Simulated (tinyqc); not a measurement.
Inside a calculation. Method: UKS/BLYP in the sto-3g basis, for BH, spin multiplicity 3. One step of it, computed by the program tinyqc.

Question. Iteration 2: diagonalisation and new density. Diagonalise F' = X^T F X, C = X C', fill 4 alpha and 2 beta electrons from the bottom; D(s) = C_occ C_occ^T. Each column has its largest component positive (the first on a tie).

extrapolated F(alpha) (hartree), lower triangle:
```
            1B 1s      1B 2s     1B 2px    1B 2py     1B 2pz      2H 1s
1B 1s   -6.058494
1B 2s   -1.846691  -0.685685
1B 2px  -0.014124  -0.055440   0.103375
1B 2py   0.016268   0.058786  -0.014411  0.122246
1B 2pz  -0.008002  -0.039496   0.002753  0.000266   0.100433
2H 1s   -0.041309  -0.079320  -0.002375  0.002652  -0.084789  -0.320485
```

extrapolated F(beta) (hartree), lower triangle:
```
            1B 1s      1B 2s     1B 2px     1B 2py     1B 2pz      2H 1s
1B 1s   -6.044308
1B 2s   -1.836461  -0.623496
1B 2px  -0.013249  -0.042976   0.192585
1B 2py   0.017914   0.064960   0.013999   0.165202
1B 2pz  -0.007963  -0.038229  -0.002124  -0.006322   0.153924
2H 1s   -0.041085  -0.070932  -0.001896   0.002426  -0.071800  -0.116996
```

X, lower triangle:
```
            1B 1s      1B 2s    1B 2px    1B 2py     1B 2pz     2H 1s
1B 1s    1.028897
1B 2s   -0.142011   1.033690
1B 2px   0.000000   0.000000  1.000000
1B 2py   0.000000   0.000000  0.000000  1.000000
1B 2pz  -0.001128   0.006461  0.000000  0.000000   1.008423
2H 1s    0.008793  -0.057630  0.000000  0.000000  -0.075616  1.013128
```

Give: F' = X^T F X; orbital energies; coefficients C; F' = X^T F X; orbital energies; coefficients C; D(alpha) after iteration 2; D(beta) after iteration 2.

Answer.

F' = X^T F X (alpha) (hartree), lower triangle:
```
         1        2        3        4        5        6
1  -5.8884
2  -1.0141  -0.3054
3  -0.0067  -0.0551   0.1034
4   0.0084   0.0583  -0.0144   0.1222
5  -0.0059  -0.0317   0.0026   0.0004   0.1128
6   0.0173  -0.0401   0.0005  -0.0006  -0.0687  -0.3081
```

orbital energies (alpha) (hartree): MO1 -6.0671, MO2 -0.3304, MO3 -0.1392, MO4 0.0962, MO5 0.1241, MO6 0.1530

coefficients C (alpha):
```
            MO1      MO2      MO3      MO4      MO5      MO6
1B 1s    0.9887  -0.0665  -0.2995   0.0145   0.0007  -0.0842
1B 2s    0.0395   0.1947   0.9834  -0.0493   0.0015   0.2883
1B 2px   0.0026   0.0264   0.1923   0.8217  -0.0526  -0.5332
1B 2py  -0.0030  -0.0276  -0.1888   0.5545   0.2897   0.7564
1B 2pz   0.0020   0.0950   0.0670  -0.1242   0.9630  -0.2576
2H 1s   -0.0032   0.9426  -0.3102   0.0375  -0.2218   0.0144
```

F' = X^T F X (beta) (hartree), lower triangle:
```
         1        2        3        4        5        6
1  -5.8752
2  -1.0142  -0.2420
3  -0.0075  -0.0424   0.1926
4   0.0092   0.0644   0.0140   0.1652
5  -0.0060  -0.0302  -0.0023  -0.0062   0.1664
6   0.0181  -0.0467   0.0006  -0.0007  -0.0750  -0.1017
```

orbital energies (beta) (hartree): MO1 -6.0523, MO2 -0.1596, MO3 -0.0503, MO4 0.1741, MO5 0.1933, MO6 0.2003

coefficients C (beta):
```
            MO1      MO2      MO3      MO4      MO5      MO6
1B 1s    0.9891  -0.1743  -0.2488  -0.0601   0.0649   0.0208
1B 2s    0.0380   0.5532   0.8288   0.2094  -0.2201  -0.0735
1B 2px   0.0024   0.0702   0.1411  -0.0973   0.3037   0.9346
1B 2py  -0.0032  -0.1061  -0.2329   0.7708  -0.5072   0.2882
1B 2pz   0.0019   0.1746  -0.0558   0.5908   0.7758  -0.1953
2H 1s   -0.0030   0.7372  -0.6204  -0.2469  -0.2004   0.0778
```

D(alpha) after iteration 2, lower triangle:
```
          1B 1s    1B 2s   1B 2px   1B 2py  1B 2pz   2H 1s
1B 1s    1.0718
1B 2s   -0.2692   1.0089
1B 2px  -0.0449   0.1538   0.7129
1B 2py   0.0635  -0.2185   0.4186   0.3438
1B 2pz  -0.0262   0.0906  -0.0867  -0.0841  0.0289
2H 1s    0.0276  -0.1235  -0.0040   0.0533  0.0641  0.9861
```

D(beta) after iteration 2, lower triangle:
```
          1B 1s    1B 2s   1B 2px   1B 2py  1B 2pz   2H 1s
1B 1s    1.0087
1B 2s   -0.0589   0.3075
1B 2px  -0.0099   0.0389   0.0049
1B 2py   0.0153  -0.0588  -0.0075   0.0113
1B 2pz  -0.0286   0.0967   0.0123  -0.0185  0.0305
2H 1s   -0.1315   0.4077   0.0517  -0.0782  0.1287  0.5435
```
